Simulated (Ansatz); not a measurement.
Molecule: methyl chloride, CH3Cl (charge 0, singlet). 
Structure (B3LYP-D3(BJ)/def2-TZVP (Ansatz, a program for electronic structure) minimum search):
SMILES: CCl
```xyz
5

C      0.0082     0.0133    -1.1337
Cl    -0.0048    -0.0077     0.6605
H      0.0175     1.0478    -1.4634
H      0.8997    -0.5040    -1.4752
H     -0.8852    -0.4920    -1.4879
```
Charge 0, spin multiplicity 1.

Basis-set convergence of Hartree-Fock and CCSD(T) correlation energies (hartree) with Ansatz. Correlated levels leave the core frozen unless marked. Spin-orbit coupling is left out. Non-relativistic.

```
basis       functions       E(HF)  E(corr, CCSD(T))
----------  ---------  ----------  ----------------
def2-SVP           47  -498.93487          -0.31997
def2-TZVPP        115  -499.14097          -0.41962
def2-QZVPP        217  -499.15597          -0.44980
```

Extrapolating the two largest sets (X = 3 and 4) as X^-3: E(corr) = (64·(-0.44980) - 27·(-0.41962))/37 = -0.4718 Eh, an estimate of the basis-set limit. The largest set recovers 95.3 % of it, the smallest 67.8 %.
